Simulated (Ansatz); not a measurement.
# C3H8FN: up Jacob's ladder to CCSD(T)

Aim: compute C3H8FN with functionals from several rungs and with coupled cluster. The yardstick is the atomisation energy at the CCSD(T) limit.

Program: Ansatz 0.2.0, Gaussian basis. Level of theory: functionals in def2-TZVPP, the program's frozen cores in correlated methods. These are calculated values, not measurements.

The runs, in order: PBE-D4, r2SCAN-D4, PBE0-D4, B3LYP-D4, ωB97X-V, ωB97M-V, B2PLYP; CCSD(T)/def2-TZVPP; MP2/def2-QZVPP; extrapolation to the limit.

### Step 1. The relaxed structure

An earlier PBE0-D4 in a triple-zeta def2 set relaxation fixed the geometry.

SMILES `CCNCF`, 13 atoms, charge 0, spin multiplicity 1.

Atoms are counted from 1 here; the program's logs count them from 0.

Bond lengths: C1–C2 1.516 Å, C1–H6 1.092 Å, C1–H7 1.092 Å, C1–H8 1.092 Å, C2–N3 1.458 Å, C2–H9 1.093 Å, C2–H10 1.098 Å, N3–C4 1.398 Å, N3–H11 1.010 Å, C4–F5 1.412 Å, C4–H12 1.091 Å, C4–H13 1.092 Å. Angles: C2–C1–H6 110.7°, C2–C1–H7 110.0°, C2–C1–H8 112.0°, H6–C1–H7 108.5°, H6–C1–H8 108.3°, H7–C1–H8 107.1°, C1–C2–N3 112.4°, C1–C2–H9 109.1°, C1–C2–H10 109.7°, N3–C2–H9 106.7°, N3–C2–H10 111.8°, H9–C2–H10 106.9°, C2–N3–C4 117.5°, C2–N3–H11 111.5°, C4–N3–H11 111.4°, N3–C4–F5 113.6°, N3–C4–H12 111.0°, N3–C4–H13 110.0° and more.

Geometry (Å):

```xyz
13
charge 0, multiplicity 1
C    -1.0492    0.5802    1.0251
C     0.2974    0.8206    0.3720
N     0.9528   -0.4201   -0.0231
C     0.3616   -1.1651   -1.0481
F     0.2914   -0.4759   -2.2782
H    -0.9529   -0.1074    1.8680
H    -1.4603    1.5232    1.3913
H    -1.7759    0.1637    0.3243
H     0.9599    1.3115    1.0891
H     0.1796    1.5075   -0.4769
H     1.9388   -0.2797   -0.1917
H    -0.6683   -1.4257   -0.7983
H     0.9454   -2.0675   -1.2388
```

### Step 2. PBE-D4 (GGA)

File in.yaml:

```yaml
crystal:
  periodic: [false, false, false]
  atoms:
    - {symbol: C, position_ang: [-1.049195, 0.580211, 1.025102]}
    - {symbol: C, position_ang: [0.297359, 0.820552, 0.371968]}
    - {symbol: N, position_ang: [0.952823, -0.420055, -0.023083]}
    - {symbol: C, position_ang: [0.361631, -1.165130, -1.048070]}
    - {symbol: F, position_ang: [0.291378, -0.475864, -2.278156]}
    - {symbol: H, position_ang: [-0.952916, -0.107430, 1.868012]}
    - {symbol: H, position_ang: [-1.460290, 1.523226, 1.391313]}
    - {symbol: H, position_ang: [-1.775864, 0.163653, 0.324266]}
    - {symbol: H, position_ang: [0.959932, 1.311502, 1.089139]}
    - {symbol: H, position_ang: [0.179639, 1.507479, -0.476853]}
    - {symbol: H, position_ang: [1.938794, -0.279699, -0.191743]}
    - {symbol: H, position_ang: [-0.668264, -1.425745, -0.798264]}
    - {symbol: H, position_ang: [0.945373, -2.067501, -1.238833]}
basis:
  gaussian: {orbitals: def2-TZVPP}
hamiltonian: {xc: pbe, dispersion: d4}
output: {forces: true, orbitals: {seedname: orbitals}}
```

Run with:

```sh
ansatz run in.yaml --threads 4 --pin off --events-out ev --progress --plain --max-ram 10444MiB
```

The runs that follow: r2SCAN-D4 (meta-GGA); PBE0-D4 (hybrid); B3LYP-D4 (hybrid); ωB97X-V (range-separated); ωB97M-V (range-separated); B2PLYP (double hybrid); CCSD(T) in def2-TZVPP; MP2 in def2-QZVPP.

Q: Predict the results of all the runs planned. Wanted: atomisation energy, CCSD(T)/CBS; farthest; mean size of error, hybrid; mean size of error, range-separated; gap, smallest and largest; T1 diagnostic; triples share of the correlation energy.

As calculated:

| quantity | value |
| --- | --- |
| atomisation energy, CCSD(T)/CBS | 4944.9 kJ/mol |
| functionals within 24.7 kJ/mol (0.5 %) | r2SCAN-D4, B3LYP-D4, ωB97X-V, ωB97M-V |
| farthest | PBE-D4 (+121.6 kJ/mol) |
| mean size of error, hybrid | 21.5 kJ/mol |
| mean size of error, range-separated | 18.6 kJ/mol |
| gap, smallest and largest | 6.11 eV (PBE-D4), 12.72 eV (ωB97X-V) |
| T1 diagnostic | 0.0104 |
| triples share of the correlation energy | 3.5 % |

In words: PBE-D4 is off by +121.6 kJ/mol. Double hybrids carry the basis error of their MP2 part in triple zeta, and no dispersion term here, so their miss is partly the set-up's. The reference freezes the cores and leaves out relativity and excitations past (T), so misses under about 24.7 kJ/mol can't be ranked. Hartree-Fock recovers 72 % of the binding; the rest is correlation. Orbital gaps span 6.1 to 12.7 eV; exact exchange widens them.
